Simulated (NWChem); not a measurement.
System: pyrazine (C4H4N2); SMILES c1cnccn1

NWChem input:

```
start job
memory heap 200 mb stack 900 mb global 1100 mb
geometry units angstroms noautoz
  C      1.131029    -0.696347     0.000000
  C      1.128514     0.700415     0.000000
  N     -0.002520     1.399181     0.000000
  C     -1.131029     0.696347     0.000000
  C     -1.128514    -0.700415     0.000000
  N      0.002520    -1.399181     0.000000
  H      2.074114    -1.254705     0.000000
  H      2.069583     1.262162     0.000000
  H     -2.074114     1.254705     0.000000
  H     -2.069583    -1.262162     0.000000
end
basis spherical
  * library sto-3g
end
dft
  xc hfexch
  iterations 150
  mulliken
end
task dft gradient
```

Parts of the log:

```
             Northwest Computational Chemistry Package (NWChem) 7.3.0
             --------------------------------------------------------

 D2H symmetry detected

                             Geometry "geometry" -> ""
                             -------------------------

 Output coordinates in angstroms (scale by  1.889725989 to convert to a.u.)

  No.       Tag          Charge          X              Y              Z
 ---- ---------------- ---------- -------------- -------------- --------------
    1 C                    6.0000     1.12977333    -0.69838213     0.00000000
    2 C                    6.0000     1.12977333     0.69838213     0.00000000
    3 N                    7.0000     0.00000000     1.39918327     0.00000000
    4 C                    6.0000    -1.12977333     0.69838213     0.00000000
    5 C                    6.0000    -1.12977333    -0.69838213     0.00000000
    6 N                    7.0000     0.00000000    -1.39918327     0.00000000
    7 H                    1.0000     2.07185185    -1.25843554     0.00000000
    8 H                    1.0000     2.07185185     1.25843554     0.00000000
    9 H                    1.0000    -2.07185185     1.25843554     0.00000000
   10 H                    1.0000    -2.07185185    -1.25843554     0.00000000

 Effective nuclear repulsion energy (a.u.)     209.0880055178

      Symmetry information
      --------------------

 Group name             D2h
 Group number             26
 Group order               8
 No. of unique centers     3

  xc_inp: hfexch multiplicative factor not found.

                                 NWChem DFT Module
                                 -----------------

 Summary of "ao basis" -> "ao basis" (spherical)
 ------------------------------------------------------------------------------
       Tag                 Description            Shells   Functions and Types
 ---------------- ------------------------------  ------  ---------------------
 C                           sto-3g                  3        5   2s1p
 N                           sto-3g                  3        5   2s1p
 H                           sto-3g                  1        1   1s

      Symmetry analysis of basis
      --------------------------

        ag          8
        au          1
        b1g         6
        b1u         2
        b2g         1
        b2u         8
        b3g         2
        b3u         6

            General Information
            -------------------
          SCF calculation type: DFT
          Wavefunction type:  closed shell.
          No. of atoms     :    10
          No. of electrons :    42
           Alpha electrons :    21
            Beta electrons :    21
          Charge           :     0
          Spin multiplicity:     1
          Use of symmetry is: on ; symmetry adaption is: on
          Maximum number of iterations: 150
          AO basis - number of functions:    34
                     number of shells:    22
          Convergence on energy requested:  1.00D-06
          Convergence on density requested:  1.00D-05
          Convergence on gradient requested:  5.00D-04

              XC Information
              --------------
                     Hartree-Fock (Exact) Exchange  1.000

      Superposition of Atomic Density Guess
      -------------------------------------

 Sum of atomic energies:        -257.81172846

      Non-variational initial energy
      ------------------------------

 Total energy =    -259.788274
 1-e energy   =    -768.909532
 2-e energy   =     300.033253
 HOMO         =      -0.086076
 LUMO         =       0.148774

      Symmetry analysis of molecular orbitals - initial
      -------------------------------------------------

  Numbering of irreducible representations:

     1 ag          2 au          3 b1g         4 b1u         5 b2g
     6 b2u         7 b3g         8 b3u

  Orbital symmetries:

     1 ag          2 b2u         3 ag          4 b3u         5 b2u
     6 b1g         7 ag          8 b2u         9 b3u        10 b1g
    11 ag         12 ag         13 b2u        14 b3u        15 b3u
    16 b1u        17 b1g        18 b2u        19 b3g        20 ag
    21 b2g        22 b1u        23 au         24 b3g        25 ag
    26 b2u        27 b3u        28 b1g        29 ag         30 b3u
    31 b2u

     ---------------------------------------------
      Total Density - Mulliken Population Analysis
     ---------------------------------------------

    Atom       Charge   Shell Charges
 -----------   ------   -------------------------------------------------------
    1 C    6     5.78   1.99  1.21  2.58
    2 C    6     5.78   1.99  1.21  2.58
    3 N    7     7.53   2.00  1.66  3.88
    4 C    6     5.78   1.99  1.21  2.58
    5 C    6     5.78   1.99  1.21  2.58
    6 N    7     7.53   2.00  1.66  3.88
    7 H    1     0.95   0.95
    8 H    1     0.95   0.95
    9 H    1     0.95   0.95
   10 H    1     0.95   0.95

   convergence    iter        energy       DeltaE   RMS-Dens  Diis-err
 ---------------- ----- ----------------- --------- --------- ---------
 d= 0,ls=0.0,diis     1   -259.2951094039 -4.68D+02  2.31D-02  4.52D-01
 d= 0,ls=0.0,diis     2   -259.3654016999 -7.03D-02  8.53D-03  1.00D-01
 d= 0,ls=0.0,diis     3   -259.3786312902 -1.32D-02  3.17D-03  3.05D-03
 d= 0,ls=0.0,diis     4   -259.3796525747 -1.02D-03  7.73D-04  1.60D-04
 d= 0,ls=0.0,diis     5   -259.3797125946 -6.00D-05  1.96D-04  7.76D-06
  Resetting Diis
 d= 0,ls=0.0,diis     6   -259.3797155945 -3.00D-06  1.20D-05  5.42D-08
 d= 0,ls=0.0,diis     7   -259.3797156086 -1.42D-08  1.19D-06  8.34D-10

         Total DFT energy =     -259.379715608617
      One electron energy =     -766.533018863934
           Coulomb energy =      333.483559367393
    Exchange-Corr. energy =      -35.418261629842
 Nuclear repulsion energy =      209.088005517765

 Numeric. integr. density =        0.000000000000

                  Occupations of the irreducible representations
                  ----------------------------------------------

                     irrep           alpha         beta
                     --------     --------     --------
                     ag                6.0          6.0
                     au                0.0          0.0
                     b1g               3.0          3.0
                     b1u               1.0          1.0
                     b2g               1.0          1.0
                     b2u               5.0          5.0
                     b3g               1.0          1.0
                     b3u               4.0          4.0

                       DFT Final Molecular Orbital Analysis
                       ------------------------------------

 Vector   19  Occ=2.000000D+00  E=-3.725613D-01  Symmetry=b3g
              MO Center=  6.2D-16, -1.0D-14,  6.9D-27, r^2= 2.5D+00
   Bfn.  Coefficient  Atom+Function         Bfn.  Coefficient  Atom+Function
  ----- ------------  ---------------      ----- ------------  ---------------
    15      0.530311   3 N  pz               30     -0.530311   6 N  pz
     5     -0.266269   1 C  pz               10      0.266269   2 C  pz
    20      0.266269   4 C  pz               25     -0.266269   5 C  pz

 Vector   20  Occ=2.000000D+00  E=-3.231463D-01  Symmetry=ag
              MO Center=  4.2D-15, -5.3D-16,  6.6D-16, r^2= 3.4D+00
   Bfn.  Coefficient  Atom+Function         Bfn.  Coefficient  Atom+Function
  ----- ------------  ---------------      ----- ------------  ---------------
    14      0.533868   3 N  py               29     -0.533868   6 N  py
    12      0.331545   3 N  s                27      0.331545   6 N  s
     4      0.246029   1 C  py                9     -0.246029   2 C  py
    19     -0.246029   4 C  py               24      0.246029   5 C  py
    31     -0.159919   7 H  s                32     -0.159919   8 H  s

 Vector   21  Occ=2.000000D+00  E=-3.192347D-01  Symmetry=b2g
              MO Center=  1.6D-15, -2.8D-16, -5.9D-17, r^2= 2.5D+00
   Bfn.  Coefficient  Atom+Function         Bfn.  Coefficient  Atom+Function
  ----- ------------  ---------------      ----- ------------  ---------------
     5      0.463622   1 C  pz               10      0.463622   2 C  pz
    20     -0.463622   4 C  pz               25     -0.463622   5 C  pz

 Vector   22  Occ=0.000000D+00  E= 2.199827D-01  Symmetry=b1u
              MO Center= -4.9D-16,  6.0D-16, -2.7D-19, r^2= 2.5D+00
   Bfn.  Coefficient  Atom+Function         Bfn.  Coefficient  Atom+Function
  ----- ------------  ---------------      ----- ------------  ---------------
    15      0.644990   3 N  pz               30      0.644990   6 N  pz
     5     -0.328333   1 C  pz               10     -0.328333   2 C  pz
    20     -0.328333   4 C  pz               25     -0.328333   5 C  pz

 Vector   23  Occ=0.000000D+00  E= 2.275405D-01  Symmetry=au
              MO Center=  1.2D-15,  2.5D-16, -7.6D-16, r^2= 2.5D+00
   Bfn.  Coefficient  Atom+Function         Bfn.  Coefficient  Atom+Function
  ----- ------------  ---------------      ----- ------------  ---------------
     5      0.572357   1 C  pz               10     -0.572357   2 C  pz
    20      0.572357   4 C  pz               25     -0.572357   5 C  pz

 Vector   24  Occ=0.000000D+00  E= 4.650823D-01  Symmetry=b3g
              MO Center= -1.8D-15,  5.6D-17, -2.0D-24, r^2= 2.5D+00
   Bfn.  Coefficient  Atom+Function         Bfn.  Coefficient  Atom+Function
  ----- ------------  ---------------      ----- ------------  ---------------
     5      0.517238   1 C  pz               10     -0.517238   2 C  pz
    15      0.517567   3 N  pz               20     -0.517238   4 C  pz
    25      0.517238   5 C  pz               30     -0.517567   6 N  pz

     ---------------------------------------------
      Total Density - Mulliken Population Analysis
     ---------------------------------------------

    Atom       Charge   Shell Charges
 -----------   ------   -------------------------------------------------------
    1 C    6     5.97   1.99  1.12  2.86
    2 C    6     5.97   1.99  1.12  2.86
    3 N    7     7.23   2.00  1.63  3.61
    4 C    6     5.97   1.99  1.12  2.86
    5 C    6     5.97   1.99  1.12  2.86
    6 N    7     7.23   2.00  1.63  3.61
    7 H    1     0.92   0.92
    8 H    1     0.92   0.92
    9 H    1     0.92   0.92
   10 H    1     0.92   0.92

     -------------------------------------------
      Total Density - Lowdin Population Analysis
     -------------------------------------------

    Atom       Charge   Shell Charges
 -----------   ------   -------------------------------------------------------
    1 C    6     5.97   1.99  1.03  2.96
    2 C    6     5.97   1.99  1.03  2.96
    3 N    7     7.14   1.99  1.47  3.68
    4 C    6     5.97   1.99  1.03  2.96
    5 C    6     5.97   1.99  1.03  2.96
    6 N    7     7.14   1.99  1.47  3.68
    7 H    1     0.96   0.96
    8 H    1     0.96   0.96
    9 H    1     0.96   0.96
   10 H    1     0.96   0.96

     Multipole analysis of the density
     ---------------------------------

     L   x y z        total         alpha         beta         nuclear
     -   - - -        -----         -----         ----         -------
     0   0 0 0     -0.000000    -21.000000    -21.000000     42.000000

     1   1 0 0      0.000000      0.000000      0.000000      0.000000
     1   0 1 0     -0.000000     -0.000000     -0.000000      0.000000
     1   0 0 1      0.000000      0.000000      0.000000      0.000000

     2   2 0 0    -19.934061    -95.321872    -95.321872    170.709684
     2   1 1 0      0.000000     -0.000000     -0.000000      0.000000
     2   1 0 1      0.000000      0.000000      0.000000      0.000000
     2   0 2 0    -29.183926    -95.741428    -95.741428    162.298931
     2   0 1 1      0.000000      0.000000      0.000000      0.000000
     2   0 0 2    -24.003144    -12.001572    -12.001572      0.000000

            General Information
            -------------------
          SCF calculation type: DFT
          Wavefunction type:  closed shell.
          No. of atoms     :    10
          No. of electrons :    42
           Alpha electrons :    21
            Beta electrons :    21
          Charge           :     0
          Spin multiplicity:     1
          Use of symmetry is: on ; symmetry adaption is: on
          Maximum number of iterations: 150
          AO basis - number of functions:    34
                     number of shells:    22
          Convergence on energy requested:  1.00D-06
          Convergence on density requested:  1.00D-05
          Convergence on gradient requested:  5.00D-04

              XC Information
              --------------
                     Hartree-Fock (Exact) Exchange  1.000

          Convergence Information
          -----------------------
          Convergence aids based upon iterative change in
          total energy or number of iterations.
          Levelshifting, if invoked, occurs when the
          HOMO/LUMO gap drops below (HL_TOL):  1.00D-02
          DIIS, if invoked, will attempt to extrapolate
          using up to (NFOCK): 10 stored Fock matrices.

                    Damping( 0%)  Levelshifting(0.5)       DIIS
                  --------------- ------------------- ---------------
          dE  on:    start            ASAP                start
          dE off:    2 iters        150 iters           150 iters

                            NWChem DFT Gradient Module
                            --------------------------

  charge          =   0.00
  wavefunction    = closed shell

  Using symmetry

                         DFT ENERGY GRADIENTS

    atom               coordinates                        gradient
                 x          y          z           x          y          z
   1 C       2.134962  -1.319751   0.000000   -0.029277  -0.017703   0.000000
   2 C       2.134962   1.319751   0.000000   -0.029277   0.017703   0.000000
   3 N       0.000000   2.644073   0.000000    0.000000  -0.038027   0.000000
   4 C      -2.134962   1.319751   0.000000    0.029277   0.017703   0.000000
   5 C      -2.134962  -1.319751   0.000000    0.029277  -0.017703   0.000000
   6 N       0.000000  -2.644073   0.000000    0.000000   0.038027   0.000000
   7 H       3.915232  -2.378098   0.000000    0.007445  -0.004652   0.000000
   8 H       3.915232   2.378098   0.000000    0.007445   0.004652   0.000000
   9 H      -3.915232   2.378098   0.000000   -0.007445   0.004652   0.000000
  10 H      -3.915232  -2.378098   0.000000   -0.007445  -0.004652   0.000000
```

Level: Hartree-Fock/STO-3G. All runs use the structure optimised with PBE0/def2-SVP.
